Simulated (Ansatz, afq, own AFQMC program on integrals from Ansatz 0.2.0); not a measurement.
Where AFQMC and coupled cluster stand for Ta, quartet

A free Ta atom.

Basis def2-SVP with its core potentials. Only valence electrons are correlated. AFQMC by an in-house program on the Cholesky factors that Ansatz 0.2.0 writes for its CCSD(T) run. The CISD trial takes its coefficients from CCSD amplitudes. Released means that phaseless walkers are propagated on without the constraint, phases kept. Uncertainties: one standard error, sampling alone. No spin–orbit coupling. The metal's outer-core s and p shells are frozen, which shifts wave-function levels against functionals.

Determinant: UHF, the one that the program's search chose, which needn't be the lowest solution.

Full CI on the same integrals is exact in this basis and with this determinant's frozen core.

Cautions: no spin-orbit coupling; outer-core shells of the metal frozen; the released energies are still falling, so no released level is given (meV from the phaseless value at times in 1/Eh: -0.8 ± 1.5 at 0.24, -2.4 ± 1.5 at 0.50, -4.9 ± 1.3 at 1.00, -10.0 ± 2.1 at 1.50); the ph-AFQMC/CISD walk drifts between its halves (2.4 errors).

```
T1 diagnostic                               : 0.0190
weight of the determinant in the CISD state : 0.922
⟨S²⟩ of the determinant                     : 3.774
size of the correlated space                : 5 electrons in 28 orbitals
```

Reference: full CI, correlation energy -1.774 eV.

| level | E − E(reference) (kJ/mol) | share of correlation (%) |
| --- | --- | --- |
| HF | 171.1 | 0.00 |
| MP2 | 42.5 | 75.16 |
| CCSD | 9.4 | 94.49 |
| CCSD(T) | 3.5 | 97.93 |
| CCSDT | 0.4 | 99.76 |
| CCSDT(Q) | 0.1 | 99.94 |
| CCSDTQ | 0.0 | 100.00 |
| ph-AFQMC/HF | 10.6 ± 1.1 | 93.83 |
| ph-AFQMC/CISD | 2.3 ± 0.1 | 98.67 |

CCSDT and higher add their correlation energy to the determinant of the CCSD(T) run, since their own runs factorise the integrals more tightly (a shift of under 2 meV).
